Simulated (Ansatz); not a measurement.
## Ansatz (development build ahead of 0.2.0) run

```yaml
crystal:
  periodic: [false, false, false]
  atoms:
    - { symbol: "N", position_ang: [0.0, 0.0, 0.0] }
    - { symbol: S, position_ang: [0.0, 0.0, 1.49] }
basis:
  gaussian: { orbitals: pcseg-2 }
magnetization:
  initial_magnetization: 1
hamiltonian:
  xc: pbe
```

The input is written out in the form of the current development build from the run's settings.

Output:

```json
{
  "Converged": "yes",
  "Total energy": "-452.68050 hartree",
  "Spin squared of the determinant": "0.750",
  "Stability test": "minimum among restricted orbitals"
}
```
